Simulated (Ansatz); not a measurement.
Two structures of SiH2S, closed shell, reached by relaxing down either side of one saddle point (PBE0-D4/def2-TZVP). Energies are electronic, without zero-point energy. Ansatz 0.2.0; basis: def2-TZVPP and def2-QZVPP; cores frozen in the correlated methods. Extrapolation: Hartree–Fock as exp(−7.88 √X), correlation as X^−2.97. First:

H1  (-1.724, 0.036, -0.581)
S2  (-0.421, 0.091, -0.914)
Si3  (0.369, -0.105, 1.039)
H4  (1.776, -0.022, 0.456)
(Å)

Second:

H1  (-1.130, -0.661, 0.771)
S2  (-0.147, 0.974, -1.601)
Si3  (0.005, -0.030, 0.050)
H4  (1.272, -0.282, 0.781)
(Å)

(1) Which bonds change from the first to the second?

(2) Give the saddle point's structure and its height above each. (An estimate is asked for; the value comes from the calculation.)

T1 diagnostic: at most 0.026. The T1 diagnostic is large here, which may signal multireference character or strong orbital relaxation, so CCSD(T) is less sure. The restricted Hartree–Fock reference is unstable towards an unrestricted one at one or more of these structures.

Results:

(1) SiH₂S ([SiH][SH]) → SiH₂S ([SiH2][S]); bonds formed: H1–Si3; bonds broken: H1–S2.

(2) The calculation gives: 178.7 kJ/mol above the first and 227.2 kJ/mol above the second (CCSD(T) at an estimated basis limit (MP2 extrapolated from triple and quadruple zeta, plus CCSD(T) − MP2 in triple zeta)).
```xyz
4
angstrom
H -1.2417 -0.3791 0.0434
S -0.4538 0.5745 -1.3074
Si 0.1278 0.1343 0.5997
H 1.5676 -0.3298 0.6643
```

Labels in which every atom is bracketed show which atoms are joined, not bond orders.

For scale, one of the runs: CCSD(T)/def2-TZVPP, 112 basis functions (an equivalent command: `ansatz run in.yaml --threads 2`). The run took about 3.3 s on 2 CPU threads (shared host).
